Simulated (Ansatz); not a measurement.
`CC(C)C=N` → `C=CNCC`  (isomerisation)

Isolated molecules relaxed with PBE0-D4/def2-TZVP in Ansatz; ΔE leaves out vibrations. CBS: MP2 limit from def2 TZ/QZ plus the TZ coupled-cluster correction, frozen cores. DFT in def2-TZVPP. B3LYP here is the variant with VWN-RPA as its local correlation; programs differ in this. Each species was taken in one conformer, which may not be the lowest.

`CC(C)C=N`:

Z-matrix (Å, degrees):
```
C
C 1 1.528
H 1 1.092 2 110.8
H 1 1.093 2 111.4 3 120.2
H 1 1.093 2 110.6 3 -119.8
C 2 1.517 1 111.9 3 59.6
C 2 1.505 1 109.3 3 -173.6
H 2 1.100 1 107.3 3 -59.5
H 6 1.093 2 111.9 1 -177.7
H 6 1.092 2 110.4 1 -57.9
H 6 1.094 2 111.2 1 61.2
N 7 1.262 2 129.1 1 -124.3
H 7 1.097 2 114.2 1 55.0
H 12 1.022 7 110.9 2 -0.5
```

`C=CNCC`:

Cartesian coordinates in Å:
```
C 0.432 -2.414 -0.002
C -0.312 -1.307 -0.045
N -0.134 -0.218 -0.866
C -0.578 1.085 -0.423
C 0.286 1.717 0.656
H 0.140 -3.241 0.629
H 1.324 -2.532 -0.608
H -1.196 -1.227 0.584
H 0.744 -0.212 -1.364
H -0.630 1.741 -1.297
H -1.606 0.975 -0.062
H 0.331 1.078 1.542
H 1.309 1.866 0.300
H -0.110 2.691 0.955
```

| species | B3LYP-D4 energy (Eh) |
| --- | --- |
| `CC(C)C=N` | -212.68557 |
| `C=CNCC` | -212.67607 |

Task: Work out ΔE.

Result: ΔE = (-212.67607) − (-212.68557) = 0.00950 Eh = +6.0 kcal/mol. CCSD(T)/CBS gives +8.8 kcal/mol.

Largest T1 diagnostic among the species: 0.011.

In def2-TZVPP, CCSD(T) changes the Hartree–Fock value by +2.4 kcal/mol (the triples alone add +0.2 kcal/mol) and MP2 by +2.2 kcal/mol.
